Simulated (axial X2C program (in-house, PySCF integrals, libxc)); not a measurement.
## Low determinants of Si₂⁺ at the PBE0 level, without spin–orbit coupling

Calculated with an in-house all-electron X2C program for linear molecules (integrals from PySCF). Spin-free means the one-electron spin-free X2C Hamiltonian. Basis: Si dyall-v3z [8s7p2d1f] (cores contracted in-house); Gaussian nuclei, density fitting, unrestricted open shells. Masses: Si 27.977 u.

Search at 2.320 Å (vertical energies from the lowest determinant):

```csv
ΔE (eV),state,electrons beyond evenly filled partner blocks,"electrons in σ, π, δ, φ"
0.00,"M_S = 3/2, Λ = 0","σα, π+α, π-α",17 10 0 0
0.31,"M_S = 1/2, Λ = 0","σβ, π+α, π-α",17 10 0 0
0.84,"M_S = 1/2, Λ = 1",π+α,18 9 0 0
0.85,"M_S = 1/2, Λ = 0","σα, π+β, π-α",17 10 0 0
0.85,"M_S = 1/2, Λ = 2","σα, π+α, π+β",17 10 0 0
1.74,"M_S = 1/2, Λ = 1","π+α, π+β, π-α",16 11 0 0
2.48,"M_S = 3/2, Λ = 2","σα, 2 × π+α",17 10 0 0
```

Lowest determinant, M_S = 3/2, Λ = 0 (beyond evenly filled blocks: σα, π+α, π-α): Re = 2.281 Å, ωe = 466.8 cm⁻¹.

The determinant in row 2 of the search, M_S = 1/2, Λ = 0 (beyond evenly filled blocks: σβ, π+α, π-α), was followed along the bond at PBE0; measured from the minimum of the lowest determinant it gives:

Te = 0.308 eV (2482 cm⁻¹), Re = 2.271 Å, ωe = 477.4 cm⁻¹.

Problem. Compare the bond of the determinant in row 2 with that of the lowest one.

Solution. At PBE0 its Re is 0.010 Å shorter and its force constant, which goes as ωe², is 1.05 times that of the lowest determinant. This determinant mixes spin states, so it has no term energy of its own.

The search compares states at one distance, so a state with another bond length can lie lower; it is not exhaustive and yields mostly the lowest determinant of each block pattern, so other components and higher states of one pattern are missing. These are energies of single determinants, not of spin-adapted states; PBE0 term energies can be off by some tenths of an eV, and the functional has no current term. The lowest determinant need not be the ground state where others lie within half an eV. Row 2 is spin-contaminated (⟨S²⟩ = 1.78 against 0.75), so its values are not those of a pure state.
